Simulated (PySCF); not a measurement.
## Divinyl sulfide: full NMR table

```yaml
Formula: C4H6S
SMILES: C=CSC=C
Point_group_of_the_computed_structure: C1
Degrees_of_unsaturation: 2
Carbon_signals: 2
Proton_signals: 3
```

Atoms are numbered as in `[CH2:1]=[CH:2][S:3][CH:4]=[CH2:5]`. Hydrogens are named by the atom that carries them. Ha(C1), Ha(C5) are cis to S3; Hb(C1), Hb(C5) are trans to S3.

Method: coordinates at the PBE0-D3(BJ)/def2-TZVP level, shielding tensors at PBE0/pcSseg-2 (GIAO), in PySCF 2.14.0 with density-fitted response routines (no relativistic terms, equivalent nuclei averaged, gas phase, a single conformation).

Shifts are taken against calculated references (same method and geometry level): TMS for ¹H (31.52 ppm), ¹³C (186.03 ppm); ³³S (512.98 ppm) against CS2.

| carbon | δC, type | δH (multiplicity) | HMBC from (2–3 bonds) | span of the C tensor (ppm) |
| --- | --- | --- | --- | --- |
| C1/C5 | 117.5, CH2 | Ha(C1) 5.40 (m); Hb(C1) 5.32 (m) | H(C2)/H(C4) | 212 |
| C2/C4 | 149.8, CH | 6.75 (m) | H(C2)/H(C4), Ha(C1)/Ha(C5), Hb(C1)/Hb(C5) | 195 |

Other nuclei:
| atoms | nucleus | environment | δ (ppm) | σ (ppm) |
| --- | --- | --- | --- | --- |
| S3 | ³³S | sulfide sulfur | 136 | 376.9 |

Carbon types of the structure: 2 × CH, 2 × CH2, which accounts for all hydrogens. δC 149.8: alkene CH; an sp2 carbon of a C=C bond. δC 117.5: terminal =CH2 carbon; as expected for a trigonal carbon in a double bond. δH 6.75: hydrogen on an alkene CH; olefinic region. δH 5.40, 5.32: hydrogen on a terminal =CH2 carbon; a vinylic proton, deshielded by the sp2 carbon and the C=C anisotropy.

Shifts are as computed. Against solution values, carbons near 30 ppm lie about +3 ppm off and those near 130 ppm about +9 ppm; carbons on S a further +4 ppm. Of 1211 compounds with measured shifts, 218 miss one by over three times the rms of a fit or turn the order of signals round; such compounds aren't used in these exercises. No couplings were computed; multiplicities are counted from neighbouring protons, with m where these are inequivalent, close in shift, in a saturated or five-membered ring or joined by F or P, and br s for small geminal =CH2 splittings.
